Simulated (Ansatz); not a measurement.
Geometry optimisation, RKS PBE-D4/def2-SVP (Ansatz).

The input (input.yaml):

```yaml
crystal:
  periodic: [false, false, false]
  atoms:
    - { symbol: Al, position_ang: [-0.716, 1.0629, -1.1766] }
    - { symbol: S, position_ang: [0.2755, -0.9049, -1.3084] }
    - { symbol: Si, position_ang: [0.5781, -0.956, 0.7995] }
    - { symbol: H, position_ang: [-2.2678, 1.1842, -0.9534] }
    - { symbol: H, position_ang: [0.0882, 2.4477, -1.3135] }
    - { symbol: H, position_ang: [1.35868, 0.22806, 1.21303] }
    - { symbol: H, position_ang: [1.26071, -2.13778, 1.21945] }
    - { symbol: H, position_ang: [-0.7684, -0.8439, 1.50799] }
basis:
  gaussian: { orbitals: def2-SVP }
hamiltonian:
  xc: pbe
  dispersion: d4
relax:
  f_tol: 0.015
  max_steps: 40
```

Run as:

```bash
$ ansatz run input.yaml --threads 1 --pin off --max-ram 2048MiB --backend cpu --events-out ev --progress --plain --runs-dir out
```

Where does it end, and by what steps?

The run converged. The force dipped under the threshold on the way, but the program's further checks kept it going. After 29 steps the energy has fallen by 0.356 eV; H5 moved furthest, 1.55 Å.

```json
{"step": "0", "energy less start (eV)": "0.0000", "largest force component (eV/Å)": "1.260", "accepted": "yes"}
{"step": "2", "energy less start (eV)": "-0.1112", "largest force component (eV/Å)": "0.039", "accepted": "yes"}
{"step": "4", "energy less start (eV)": "-0.1143", "largest force component (eV/Å)": "0.027", "accepted": "yes"}
{"step": "6", "energy less start (eV)": "-0.1207", "largest force component (eV/Å)": "0.078", "accepted": "yes"}
{"step": "8", "energy less start (eV)": "-0.1411", "largest force component (eV/Å)": "0.504", "accepted": "yes"}
{"step": "10", "energy less start (eV)": "-0.2195", "largest force component (eV/Å)": "0.394", "accepted": "yes"}
{"step": "12", "energy less start (eV)": "-0.3192", "largest force component (eV/Å)": "0.135", "accepted": "yes"}
{"step": "14", "energy less start (eV)": "-0.3527", "largest force component (eV/Å)": "0.060", "accepted": "yes"}
{"step": "16", "energy less start (eV)": "-0.3530", "largest force component (eV/Å)": "0.018", "accepted": "yes"}
{"step": "18", "energy less start (eV)": "-0.3535", "largest force component (eV/Å)": "0.043", "accepted": "yes"}
{"step": "20", "energy less start (eV)": "-0.3540", "largest force component (eV/Å)": "0.048", "accepted": "yes"}
{"step": "22", "energy less start (eV)": "-0.3546", "largest force component (eV/Å)": "0.062", "accepted": "yes"}
{"step": "24", "energy less start (eV)": "-0.3554", "largest force component (eV/Å)": "0.049", "accepted": "yes"}
{"step": "26", "energy less start (eV)": "-0.3560", "largest force component (eV/Å)": "0.027", "accepted": "yes"}
{"step": "28", "energy less start (eV)": "-0.3561", "largest force component (eV/Å)": "0.007", "accepted": "yes"}
{"step": "29", "energy less start (eV)": "-0.3561", "largest force component (eV/Å)": "0.004", "accepted": "yes"}
```

```xyz
8
Properties=species:S:1:pos:R:3
Al -0.588 1.321 -1.243
S 0.790 -0.393 -1.167
Si 0.467 -1.033 0.883
H -1.427 1.689 0.065
H -0.663 2.104 -2.628
H 0.844 0.045 1.861
H 1.351 -2.228 1.097
H -0.965 -1.425 1.120
```

The run took 69 s on 1 thread of Arm Neoverse V1, on a shared host, peak memory 0.14 GiB.
